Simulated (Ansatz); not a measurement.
```yaml
crystal:
  periodic: [false, false, false]
  atoms:
    - {symbol: B, position_ang: [0.000000, 0.000000, -1.846401]}
    - {symbol: Al, position_ang: [0.000000, 0.000000, 0.133302]}
    - {symbol: O, position_ang: [0.000000, 0.000000, 1.713099]}
basis:
  gaussian: {orbitals: def2-TZVP}
magnetization: {spin_polarized: true, initial_magnetization: 2}
hamiltonian: {xc: pbe0}
relax: {f_tol: 0.004, max_steps: 80}
```

```sh
$ ansatz run in.yaml --threads 1 --pin off --events-out ev --progress --plain --max-ram 2176MiB
```

Steps of the relaxation (energy above the last step; positions in Å, forces in eV/Å):

```
3
step 1, 70.7 meV
B     0.000    0.000   -1.846    0.000    0.000   -1.316
Al    0.000    0.000    0.133    0.000    0.000    0.355
O     0.000    0.000    1.713    0.000    0.000    0.961
```

```
3
step 2, 11.4 meV
B     0.000    0.000   -1.889    0.000    0.000   -0.472
Al    0.000    0.000    0.150    0.000    0.000    0.035
O     0.000    0.000    1.740    0.000    0.000    0.437
```

```
3
step 3, 0.1 meV
B     0.000    0.000   -1.918    0.000    0.000   -0.029
Al    0.000    0.000    0.159    0.000    0.000   -0.009
O     0.000    0.000    1.758    0.000    0.000    0.039
```

```
3
step 4, 0.0 meV
B     0.000    0.000   -1.920    0.000    0.000    0.000
Al    0.000    0.000    0.160    0.000    0.000   -0.002
O     0.000    0.000    1.760    0.000    0.000    0.002
```

Close pairs at the end: Al2–O3 1.600 Å, B1–Al2 2.080 Å.

A stationary point of unrestricted PBE0 after 4 steps, with ⟨S²⟩ = 2.007 against 2.00 for a pure state; no frequencies were run, so it isn't proven a minimum. 9 s on 1 thread of Intel Xeon 6975P-C, shared host.
